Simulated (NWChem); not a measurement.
All runs are NWChem calculations. System: butadiene (C$_{4}$H$_{6}$), charge 0, spin multiplicity 1, at a geometry optimised with PBE0/def2-SVP. Level: CIS/def2-SVP.

The NWChem input:

```
start mol
memory heap 200 mb stack 900 mb global 1100 mb
geometry units angstroms nocenter noautoz
  C     -1.727995    -0.662814     0.000000
  C     -0.700062     0.197314     0.000000
  C      0.700062    -0.197314     0.000000
  C      1.727995     0.662814     0.000000
  H     -1.563242    -1.745056     0.000000
  H     -2.764317    -0.316901     0.000000
  H     -0.902269     1.275467     0.000000
  H      0.902269    -1.275467     0.000000
  H      2.764317     0.316901     0.000000
  H      1.563242     1.745056     0.000000
  symmetry group C2h
end
basis spherical
  * library def2-svp
end
dft
  xc hfexch
  semidirect memsize 60000000 filesize 0
  iterations 100
end
tddft
  cis
  nroots 8
  notriplet
  thresh 1e-4
end
task tddft energy
```

Part of the output:

```
             Northwest Computational Chemistry Package (NWChem) 7.3.0
             --------------------------------------------------------

                                NWChem Input Module
                                -------------------

 Scaling coordinates for geometry "geometry" by  1.889725989
 (inverse scale =  0.529177249)

 Turning off AUTOSYM since
 SYMMETRY directive was detected!

                             Geometry "geometry" -> ""
                             -------------------------

 Output coordinates in angstroms (scale by  1.889725989 to convert to a.u.)

  No.       Tag          Charge          X              Y              Z
 ---- ---------------- ---------- -------------- -------------- --------------
    1 C                    6.0000    -1.72799500    -0.66281400     0.00000000
    2 C                    6.0000    -0.70006200     0.19731400     0.00000000
    3 C                    6.0000     0.70006200    -0.19731400     0.00000000
    4 C                    6.0000     1.72799500     0.66281400     0.00000000
    5 H                    1.0000    -1.56324200    -1.74505600     0.00000000
    6 H                    1.0000    -2.76431700    -0.31690100     0.00000000
    7 H                    1.0000    -0.90226900     1.27546700     0.00000000
    8 H                    1.0000     0.90226900    -1.27546700     0.00000000
    9 H                    1.0000     2.76431700     0.31690100     0.00000000
   10 H                    1.0000     1.56324200     1.74505600     0.00000000

 Effective nuclear repulsion energy (a.u.)     103.4646516301

            Nuclear Dipole moment (a.u.)
            ----------------------------
        X                 Y               Z
 ---------------- ---------------- ----------------
     0.0000000000    -0.0000000000     0.0000000000

      Symmetry information
      --------------------

 Group name             C2h
 Group number             21
 Group order               4
 No. of unique centers     5

      Symmetry unique atoms

     1    2    5    6    7


 Summary of "ao basis" -> "" (spherical)
 ------------------------------------------------------------------------------
       Tag                 Description            Shells   Functions and Types
 ---------------- ------------------------------  ------  ---------------------
 *                          def2-svp                  on all atoms

  xc_inp: hfexch multiplicative factor not found.

                                 NWChem DFT Module
                                 -----------------

 Summary of "ao basis" -> "ao basis" (spherical)
 ------------------------------------------------------------------------------
       Tag                 Description            Shells   Functions and Types
 ---------------- ------------------------------  ------  ---------------------
 C                          def2-svp                 6       14   3s2p1d
 H                          def2-svp                 3        5   2s1p

 Summary of "ao basis" -> "ao basis" (spherical)
 ------------------------------------------------------------------------------
       Tag                 Description            Shells   Functions and Types
 ---------------- ------------------------------  ------  ---------------------
 C                          def2-svp                 6       14   3s2p1d
 H                          def2-svp                 3        5   2s1p

      Symmetry analysis of basis
      --------------------------

        ag         32
        au         11
        bg         11
        bu         32

            General Information
            -------------------
          SCF calculation type: DFT
          Wavefunction type:  closed shell.
          No. of atoms     :    10
          No. of electrons :    30
           Alpha electrons :    15
            Beta electrons :    15
          Charge           :     0
          Spin multiplicity:     1
          Use of symmetry is: off; symmetry adaption is: on
          Maximum number of iterations: 100
          AO basis - number of functions:    86
                     number of shells:    42
          Convergence on energy requested:  1.00D-06
          Convergence on density requested:  1.00D-05
          Convergence on gradient requested:  5.00D-04

              XC Information
              --------------
                     Hartree-Fock (Exact) Exchange  1.000

          Convergence Information
          -----------------------
          Convergence aids based upon iterative change in
          total energy or number of iterations.
          Levelshifting, if invoked, occurs when the
          HOMO/LUMO gap drops below (HL_TOL):  1.00D-02
          DIIS, if invoked, will attempt to extrapolate
          using up to (NFOCK): 10 stored Fock matrices.

                    Damping( 0%)  Levelshifting(0.5)       DIIS
                  --------------- ------------------- ---------------
          dE  on:    start            ASAP                start
          dE off:    2 iters        100 iters           100 iters

      Screening Tolerance Information
      -------------------------------
          Density screening/tol_rho:  1.00D-10
          AO Gaussian exp screening on grid/accAOfunc:  14
          CD Gaussian exp screening on grid/accCDfunc:  20
          XC Gaussian exp screening on grid/accXCfunc:  20
          Schwarz screening/accCoul:  1.00D-08

      Superposition of Atomic Density Guess
      -------------------------------------

 Sum of atomic energies:        -153.49491617

      Non-variational initial energy
      ------------------------------
[...]
  ----------------------------------------------------------------------------
  Root   2 singlet au             0.308430998 a.u.                8.3928 eV
  ----------------------------------------------------------------------------
     Transition Moments    X -0.00000   Y  0.00000   Z -0.06251
     Transition Moments   XX -0.00000  XY -0.00000  XZ  0.00000
     Transition Moments   YY -0.00000  YZ -0.00000  ZZ -0.00000
     Dipole Oscillator Strength                    0.0008034917
     Electric Quadrupole                           0.0000000000
     Magnetic Dipole                               0.0000000000
     Total Oscillator Strength                     0.0008034917

          sigma_e =   2.6243 Angstrom
          sigma_h =   1.8801 Angstrom
         |d_h->e| =   0.0000 Angstrom
            d_exc =   2.9670 Angstrom
            d_CD1 =   0.7443 Angstrom
            d_CD2 =  -2.2522 Angstrom
            d_CD3 =   2.9670 Angstrom
     Pearson C.C. =   0.1640

     Occ.   12  bu  ---  Virt.   20  bg      -0.05996
     Occ.   13  ag  ---  Virt.   16  au      -0.17943
     Occ.   14  au  ---  Virt.   18  ag      -0.11276
     Occ.   14  au  ---  Virt.   21  ag      -0.18283
     Occ.   14  au  ---  Virt.   22  ag       0.06692
     Occ.   15  bg  ---  Virt.   17  bu       0.92447
     Occ.   15  bg  ---  Virt.   19  bu      -0.17997
     Occ.   15  bg  ---  Virt.   23  bu      -0.06513
     Occ.   15  bg  ---  Virt.   24  bu       0.08397
     Occ.   15  bg  ---  Virt.   28  bu      -0.06874
  ----------------------------------------------------------------------------
  Root   3 singlet bg             0.321187620 a.u.                8.7400 eV
  ----------------------------------------------------------------------------
     Transition Moments    X -0.00000   Y  0.00000   Z  0.00000
     Transition Moments   XX  0.00000  XY  0.00000  XZ -0.69665
     Transition Moments   YY  0.00000  YZ  0.10677  ZZ  0.00000
     Dipole Oscillator Strength                    0.0000000000
     Electric Quadrupole                           0.0000000876
     Magnetic Dipole                               0.0000007139
     Total Oscillator Strength                     0.0000008015

          sigma_e =   2.9056 Angstrom
          sigma_h =   1.8693 Angstrom
         |d_h->e| =   0.0000 Angstrom
            d_exc =   3.0493 Angstrom
            d_CD1 =   1.0363 Angstrom
            d_CD2 =  -2.3874 Angstrom
            d_CD3 =   3.0493 Angstrom
     Pearson C.C. =   0.2429

     Occ.   14  au  ---  Virt.   17  bu      -0.13317
     Occ.   14  au  ---  Virt.   19  bu       0.25695
     Occ.   15  bg  ---  Virt.   18  ag       0.93472
     Occ.   15  bg  ---  Virt.   21  ag       0.12654
     Occ.   15  bg  ---  Virt.   22  ag      -0.08510
     Occ.   15  bg  ---  Virt.   25  ag      -0.05979
     Occ.   15  bg  ---  Virt.   38  ag      -0.06502
  ----------------------------------------------------------------------------
  Root   4 singlet au             0.326411168 a.u.                8.8821 eV
  ----------------------------------------------------------------------------
     Transition Moments    X  0.00000   Y -0.00000   Z -0.06796
     Transition Moments   XX -0.00000  XY -0.00000  XZ  0.00000
     Transition Moments   YY -0.00000  YZ -0.00000  ZZ  0.00000
     Dipole Oscillator Strength                    0.0010050580
     Electric Quadrupole                           0.0000000000
     Magnetic Dipole                               0.0000000000
     Total Oscillator Strength                     0.0010050580

          sigma_e =   1.9906 Angstrom
          sigma_h =   1.9120 Angstrom
         |d_h->e| =   0.0000 Angstrom
            d_exc =   2.4641 Angstrom
            d_CD1 =   0.0786 Angstrom
            d_CD2 =  -1.9513 Angstrom
            d_CD3 =   2.4641 Angstrom
     Pearson C.C. =   0.2031

     Occ.    8  bu  ---  Virt.   20  bg       0.05059
     Occ.   11  ag  ---  Virt.   16  au      -0.06049
     Occ.   12  bu  ---  Virt.   20  bg      -0.23802
     Occ.   13  ag  ---  Virt.   16  au      -0.94119
     Occ.   13  ag  ---  Virt.   36  au       0.06247
     Occ.   15  bg  ---  Virt.   17  bu      -0.18707
  ----------------------------------------------------------------------------
  Root   5 singlet ag             0.333013188 a.u.                9.0618 eV
  ----------------------------------------------------------------------------
     Transition Moments    X -0.00000   Y  0.00000   Z  0.00000
     Transition Moments   XX -7.20619  XY -4.59451  XZ  0.00000
     Transition Moments   YY -0.69622  YZ -0.00000  ZZ -0.17346
     Dipole Oscillator Strength                    0.0000000000
     Electric Quadrupole                           0.0000071705
     Magnetic Dipole                               0.0000013493
     Total Oscillator Strength                     0.0000085198

          sigma_e =   1.9872 Angstrom
          sigma_h =   1.7297 Angstrom
         |d_h->e| =   0.0000 Angstrom
            d_exc =   1.9725 Angstrom
            d_CD1 =   0.2575 Angstrom
            d_CD2 =  -1.8584 Angstrom
            d_CD3 =   1.9725 Angstrom
     Pearson C.C. =   0.4437

     Occ.    7  ag  ---  Virt.   18  ag      -0.05263
     Occ.    8  bu  ---  Virt.   23  bu      -0.05979
     Occ.    9  bu  ---  Virt.   24  bu       0.05089
     Occ.    9  bu  ---  Virt.   26  bu      -0.05296
     Occ.   10  ag  ---  Virt.   18  ag       0.07125
     Occ.   10  ag  ---  Virt.   22  ag      -0.05917
     Occ.   11  ag  ---  Virt.   25  ag      -0.06149
     Occ.   11  ag  ---  Virt.   44  ag       0.06795
     Occ.   12  bu  ---  Virt.   17  bu       0.08653
     Occ.   13  ag  ---  Virt.   18  ag       0.07522
     Occ.   13  ag  ---  Virt.   29  ag      -0.05909
     Occ.   14  au  ---  Virt.   16  au       0.72074
     Occ.   15  bg  ---  Virt.   20  bg      -0.63035
  ----------------------------------------------------------------------------
  Root   6 singlet au             0.335024753 a.u.                9.1165 eV
  ----------------------------------------------------------------------------
     Transition Moments    X  0.00000   Y  0.00000   Z  0.17228
     Transition Moments   XX -0.00000  XY -0.00000  XZ  0.00000
     Transition Moments   YY -0.00000  YZ  0.00000  ZZ -0.00000
     Dipole Oscillator Strength                    0.0066291273
     Electric Quadrupole                           0.0000000000
     Magnetic Dipole                               0.0000000000
     Total Oscillator Strength                     0.0066291273

          sigma_e =   3.1566 Angstrom
          sigma_h =   1.8665 Angstrom
         |d_h->e| =   0.0000 Angstrom
            d_exc =   3.1471 Angstrom
            d_CD1 =   1.2901 Angstrom
            d_CD2 =  -2.5116 Angstrom
            d_CD3 =   3.1471 Angstrom
     Pearson C.C. =   0.3007

     Occ.    9  bu  ---  Virt.   20  bg      -0.06019
     Occ.   11  ag  ---  Virt.   16  au       0.16272
     Occ.   14  au  ---  Virt.   18  ag       0.29807
     Occ.   14  au  ---  Virt.   22  ag       0.09953
     Occ.   15  bg  ---  Virt.   17  bu       0.19468
     Occ.   15  bg  ---  Virt.   19  bu       0.90251
     Occ.   15  bg  ---  Virt.   23  bu      -0.06348
     Occ.   15  bg  ---  Virt.   28  bu       0.05109
  ----------------------------------------------------------------------------
  Root   7 singlet au             0.354412912 a.u.                9.6441 eV
  ----------------------------------------------------------------------------
     Transition Moments    X  0.00000   Y -0.00000   Z -0.03926
     Transition Moments   XX  0.00000  XY  0.00000  XZ  0.00000
     Transition Moments   YY -0.00000  YZ  0.00000  ZZ  0.00000
     Dipole Oscillator Strength                    0.0003641727
     Electric Quadrupole                           0.0000000000
     Magnetic Dipole                               0.0000000000
     Total Oscillator Strength                     0.0003641727

          sigma_e =   1.9705 Angstrom
          sigma_h =   1.7878 Angstrom
         |d_h->e| =   0.0000 Angstrom
            d_exc =   2.2678 Angstrom
            d_CD1 =   0.1827 Angstrom
            d_CD2 =  -1.8791 Angstrom
            d_CD3 =   2.2678 Angstrom
     Pearson C.C. =   0.2748

     Occ.    5  ag  ---  Virt.   16  au      -0.05872
     Occ.    6  bu  ---  Virt.   20  bg       0.07705
     Occ.    7  ag  ---  Virt.   16  au      -0.05362
     Occ.    9  bu  ---  Virt.   20  bg       0.26946
     Occ.    9  bu  ---  Virt.   33  bg      -0.05074
     Occ.    9  bu  ---  Virt.   35  bg      -0.06104
     Occ.   10  ag  ---  Virt.   16  au      -0.14754
     Occ.   11  ag  ---  Virt.   16  au      -0.90251
     Occ.   11  ag  ---  Virt.   36  au       0.08862
     Occ.   12  bu  ---  Virt.   20  bg       0.12436
     Occ.   14  au  ---  Virt.   18  ag       0.06035
     Occ.   15  bg  ---  Virt.   19  bu       0.15620
     Occ.   15  bg  ---  Virt.   23  bu      -0.09164
     Occ.   15  bg  ---  Virt.   24  bu       0.05052
  ----------------------------------------------------------------------------
  Root   8 singlet ag             0.355674316 a.u.                9.6784 eV
  ----------------------------------------------------------------------------
     Transition Moments    X  0.00000   Y  0.00000   Z  0.00000
     Transition Moments   XX  0.07566  XY  0.63764  XZ -0.00000
     Transition Moments   YY  0.05884  YZ  0.00000  ZZ  0.23192
     Dipole Oscillator Strength                    0.0000000000
     Electric Quadrupole                           0.0000000996
     Magnetic Dipole                               0.0000003679
     Total Oscillator Strength                     0.0000004675

          sigma_e =   1.9497 Angstrom
          sigma_h =   1.7664 Angstrom
         |d_h->e| =   0.0000 Angstrom
            d_exc =   3.1134 Angstrom
            d_CD1 =   0.1833 Angstrom
            d_CD2 =  -1.8581 Angstrom
            d_CD3 =   3.1134 Angstrom
     Pearson C.C. =  -0.4024

     Occ.   14  au  ---  Virt.   16  au       0.65634
     Occ.   15  bg  ---  Virt.   20  bg       0.75181

              Target root =      1
          Target symmetry = none
      Ground state energy =   -154.809006607235
        Excitation energy =      0.245623107879
     Excited state energy =   -154.563383499356

  stored tddft:energy   -154.56338349935646

 Task  times  cpu:       14.3s     wall:       14.3s

 Total times  cpu:       14.3s     wall:       14.3s
```
